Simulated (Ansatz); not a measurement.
A geometry relaxed with PBE0-D3(BJ)/def2-TZVP (Ansatz, a quantum-chemistry and plane-wave program), charge 0, multiplicity 2:

```xyz
4

H     -0.7872    -0.7396    -0.0030
H     -0.2469     1.0516     0.0049
C      0.0000     0.0000     0.0002
H      1.0341    -0.3120    -0.0021
```

Write the SMILES of this molecule.

`[CH3]`
